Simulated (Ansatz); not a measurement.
Two shapes of doublet BO2.

Shape 1:

```xyz
3

O     0.0000    0.0000   -1.2650
B     0.0000    0.0000    0.0000
O     0.0000    0.0000    1.2650
```

Shape 2:

```xyz
3

O     0.0000    0.0000   -1.3915
B     0.0000    0.0000    0.0000
O     0.0000    0.0000    1.3915
```

Basis set: def2-SVP (spherical functions). Correlated methods keep 3 orbitals frozen. Correlation on ROHF uses semicanonical orbitals with singles. Charge 0, multiplicity 2.

Computed with Ansatz (development build ahead of 0.2.0); each method stands on the lowest determinant of its kind that the runs found.

**Question.** Which shape is lower in energy, and by how much in each method?

**Answer.**

```csv
method,E(2) − E(1) (eV)
ROHF,1.177
UHF,1.115
UHF-MP2,1.112
ROHF-CCSD(T),0.804
UHF-CCSD(T),0.807
```

Shape 1 is lower. Caution for ROHF, ROHF-CCSD(T): the determinant may break the point group. Caution for UHF, UHF-MP2, UHF-CCSD(T): the unrestricted determinant is spin contaminated.
